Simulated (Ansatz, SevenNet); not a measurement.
**fcc Pd, lattice parameter a**

Reference value: 3.876 Å (measured, static lattice: zero-point anharmonic expansion removed; as tabulated in Mejia-Rodriguez and Trickey (2018), arXiv:1807.09216).

```json
[
 {"level (code)": "SevenNet-0 (SevenNet)", "value (Å)": "3.955", "error (%)": "+2.04"},
 {"level (code)": "LDA (Ansatz)", "value (Å)": "3.840", "error (%)": "-0.93"},
 {"level (code)": "PBE (Ansatz)", "value (Å)": "3.943", "error (%)": "+1.73"},
 {"level (code)": "r²SCAN-D4 (Ansatz)", "value (Å)": "3.899", "error (%)": "+0.59"},
 {"level (code)": "HSE06 (Ansatz)", "value (Å)": "3.909", "error (%)": "+0.85"}
]
```

The best agreement in this table is that of r²SCAN-D4 (+0.59 %). SevenNet-0 (+2.04 %) lies farthest from it. Within 1 %: LDA, r²SCAN-D4, HSE06. The least costly first-principles kind among them: DFT without exact exchange (LDA, r²SCAN-D4).

Cutoffs and k meshes differ between the levels. Ansatz's density-functional and Hartree–Fock values are scalar-relativistic unless marked +SOC, with PAW data made under PBE.

Machine-learned potentials (SevenNet-0) are trained on DFT data, which may include these solids.

Differences are worked out from the printed values.

Ansatz is a quantum-chemistry and plane-wave program.
